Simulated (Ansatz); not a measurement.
# SiH₂ (singlet): the correlation ladder, 6-31G*

An exercise on one series of results from a longer session: the logs are not shown, and one member is left open.

Method: 6-31G*, core rule «outside noble gas», up to 5 orbitals frozen; program: Ansatz 0.2.0, Gaussian basis.

Plan: UHF; CCSD(T) on RHF; CCSD(T) on UHF; BCCD(T) on RHF; CISD; CCSDT(Q) on RHF; CCSDT(Q) on UHF; CISDTQ; CCSDTQ on RHF; CCSDTQ on UHF; CASSCF and MRCISD+Q, 6 electrons in 6 orbitals; CASSCF and NEVPT2, 6 electrons in 6 orbitals; Full CI.

10 further runs of the same task are left out: 10 set aside as unsound or not needed.

## The system

The geometry is an MP2(full)/6-31G* stationary point (not a proven minimum).

3 atoms, charge 0, spin multiplicity 1.

Atoms are counted from 1 here; the program's logs count them from 0.

Bond lengths: Si1–H2 1.519 Å, Si1–H3 1.519 Å. Angles: H2–Si1–H3 92.5°.

Set-up of the first run:

in.yaml reads:

```yaml
crystal:
  periodic: [false, false, false]
  atoms:
    - {symbol: Si, position_ang: [0.000000, 0.000000, 0.070330]}
    - {symbol: H, position_ang: [0.000000, 1.096938, -0.979847]}
    - {symbol: H, position_ang: [0.000000, -1.096938, -0.979847]}
basis:
  gaussian: {orbitals: "6-31G*"}
magnetization: {spin_polarized: true, initial_magnetization: 0}
hamiltonian: {xc: hf}
output: {orbitals: {seedname: orbitals}}
```

Run with:

```
> ansatz run in.yaml --threads 1 --pin off --events-out ev --progress --plain --max-ram 3956MiB --backend cpu
```

Steps of the session up to this table: UHF; CCSD(T) on RHF; CCSD(T) on UHF; BCCD(T) on RHF; CISD; CCSDT(Q) on RHF; CCSDT(Q) on UHF; CISDTQ; CCSDTQ on RHF; CCSDTQ on UHF; CASSCF and MRCISD+Q, 6 electrons in 6 orbitals; CASSCF and NEVPT2, 6 electrons in 6 orbitals; Full CI.

One table of the session follows, with a row left open; its other results are not shown here.

It belongs to the step «Misses and costs». 

```
          method  from FCI (kJ/mol)
             RHF             +248.1
             UHF             +241.1
            RMP2              +71.0
            CISD              +15.1
           RCCSD                  ?
        RCCSD(T)               +1.6
         BCCD(T)               +1.6
          RCCSDT               +0.2
          CISDTQ               +0.3
       RCCSDT(Q)               +0.1
         RCCSDTQ                0.0
  CASSCF valence             +122.1
  NEVPT2 valence              +40.1
  MRCISD valence               +6.5
MRCISD+Q valence               +3.2
             FCI                  0
```

Q: Estimate the row for RCCSD from the others.

The run gave: from FCI (kJ/mol): +6.2. In the column «from FCI (kJ/mol)» it lies between MRCISD+Q valence (+3.2) and MRCISD valence (+6.5).

Not comparable, so not listed: CCSD(T) on UHF; CCSDTQ on UHF (they don't share determinant, frozen orbitals or solution with the rows shown, or repeat one).
